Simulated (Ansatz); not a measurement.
A made-up structure of CH$_{4}$OSi, singlet:

```json
{"atom": "C1", "x (Å)": "1.3126", "y (Å)": "-1.1285", "z (Å)": "0.0895"}
{"atom": "Si2", "x (Å)": "0.3028", "y (Å)": "0.1465", "z (Å)": "0.2402"}
{"atom": "O3", "x (Å)": "-1.2050", "y (Å)": "0.2511", "z (Å)": "-0.5073"}
{"atom": "H4", "x (Å)": "-1.5868", "y (Å)": "-0.4323", "z (Å)": "-1.0802"}
{"atom": "H5", "x (Å)": "-1.7395", "y (Å)": "1.0475", "z (Å)": "-0.3621"}
{"atom": "H6", "x (Å)": "0.8749", "y (Å)": "1.1946", "z (Å)": "1.1120"}
{"atom": "H7", "x (Å)": "2.2369", "y (Å)": "-1.0898", "z (Å)": "0.6069"}
```

It is relaxed with PBE-D4/def2-SVP and then PBE0-D4/def2-TZVP (Ansatz 0.2.0). Atoms count as bonded within 1.22 times the sum of their covalent radii (H–H: 0.88 Å). The end point is not checked to be a true minimum.

(1) Does its bonding change? (A judgement: the text doesn't fix the answer.)

## Answers

(1) By the calculation: Yes. Formed: C1–H4; broken: O3–H4.

Where it ends: The first stage lowers the energy by 5.65 eV in 25 steps. It ends as CH₄OSi ([CH2][SiH][OH]):
C1  (0.718, -0.961, -0.144)
Si2  (0.089, 0.535, 0.324)
O3  (-1.364, 1.172, -0.063)
H4  (0.211, -1.683, -0.771)
H5  (-1.944, 0.649, -0.621)
H6  (0.777, 1.518, 1.175)
H7  (1.708, -1.241, 0.199)
(Å)

Labels in which every atom is bracketed show which atoms are joined, not bond orders.

For scale, one of the runs: PBE0-D4/def2-TZVP relaxation, 123 basis functions, launched by `ansatz run in.yaml --threads 2 --pin off --events-out ev --progress --plain --max-ram 4352MiB`. The run took about 14 s on 2 CPU threads of an Arm Neoverse V2 (shared host).
